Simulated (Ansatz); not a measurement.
# AlNH₂+ (quartet): from Hartree-Fock to the top rungs, cc-pVTZ

One table from this session's results is given with a row withheld; the runs are named, their logs left out.

The runs use Ansatz 0.2.0, Gaussian basis; cc-pVTZ, core rule «outside noble gas», up to 6 orbitals frozen.

Plan: UHF; CCSD(T) on ROHF; CCSD(T) on UHF; BCCD(T) on ROHF; CCSDT(Q) on ROHF; CCSDT(Q) on UHF.

14 further runs of the same task are left out: 8 for a known fault of the program, 6 set aside as unsound or not needed.

### What is computed

The geometry is a PBE0/def2-TZVP stationary point (not a proven minimum) of the parent state, kept for this charge and spin.

4 atoms, charge 1, spin multiplicity 4.

Atoms are counted from 1 here; the program's logs count them from 0.

Bond lengths: Al1–N2 1.768 Å, Al1–H3 1.611 Å, N2–H4 1.009 Å. Angles: N2–Al1–H3 113.2°, Al1–N2–H4 161.1°.

Set-up of the first run:

Contents of in.yaml:

```yaml
crystal:
  periodic: [false, false, false]
  atoms:
    - {symbol: Al, position_ang: [0.000000, -0.084877, 0.620504]}
    - {symbol: N, position_ang: [0.000000, 0.035620, -1.143535]}
    - {symbol: H, position_ang: [0.000000, 1.349999, 1.353786]}
    - {symbol: H, position_ang: [0.000000, 0.427096, -2.073077]}
basis:
  gaussian: {orbitals: cc-pVTZ}
total_charge: 1
magnetization: {spin_polarized: true, initial_magnetization: 3}
hamiltonian: {xc: hf}
output: {orbitals: {seedname: orbitals}}
```

Started as:

```bash
> ansatz run in.yaml --threads 1 --pin off --events-out ev --progress --plain --max-ram 2816MiB --backend cpu
```

Among the steps run: UHF; CCSD(T) on ROHF; CCSD(T) on UHF; BCCD(T) on ROHF; CCSDT(Q) on ROHF; CCSDT(Q) on UHF.

One table of the session follows, with a row left open; its other results are not shown here.

It belongs to the step «Misses and costs». 

```
   method  from UCCSDT(Q) (kcal/mol)
     ROHF                    +137.09
      UHF                    +131.00
     RMP2                     +22.67
     UMP2                     +22.62
    RCCSD                      +4.15
    UCCSD                          ?
 RCCSD(T)                      +0.80
 UCCSD(T)                      +0.72
  BCCD(T)                      +0.76
   RCCSDT                      +0.18
   UCCSDT                      +0.10
RCCSDT(Q)                      +0.09
UCCSDT(Q)                          0
```

Estimate the missing values for UCCSD.

As computed: from UCCSDT(Q) (kcal/mol): +3.94. In the column «from UCCSDT(Q) (kcal/mol)» it lies between RCCSD(T) (+0.80) and RCCSD (+4.15).

Limits of these values: Restricted and unrestricted rows rest on different reference determinants; where their highest levels disagree by more than a few hundredths of an eV, they describe different states and don't form one ladder.
